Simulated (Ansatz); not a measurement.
Wurtzite MgTe was calculated with G0W0@HSE06 in Ansatz (hard PAW, contour deformation).

The cell has the measured lattice parameters. Conventional cell: a = 4.5400 Å, b = 4.5400 Å, c = 7.3950 Å, α = 90.00°, β = 90.00°, γ = 120.00°.

The quasiparticle gap at Γ at a fixed k mesh 3×3×2:

```tsv
response cutoff	value (eV)
105 eV, 592 empty bands	4.171
140 eV, 912 empty bands	4.200
175 eV, 1275 empty bands	4.218
210 eV, 1676 empty bands	4.230
```

### Question
Taking the value to converge with the response cutoff E as E^(−3/2), extrapolate from the last two rows.

### Answer
With y = y∞ + c/w and weights w = 2315 and 3043 for the last two rows, y∞ = (w2 y2 − w1 y1)/(w2 − w1) = (3043 × 4.230 − 2315 × 4.218)/728 = 4.268 eV, which lies 0.038 beyond the last row. Successive pairs of rows give 4.254, 4.263, 4.268. The limit also hangs on the law assumed, so its last digits aren't firm.

The other settings are not extrapolated, so this is the limit in one setting alone.

Spin–orbit coupling is not included; with these elements it can move the gap by several tenths of an eV or more.

Note: GW on a hybrid start was not checked against another program.

Ansatz is a first-principles code.
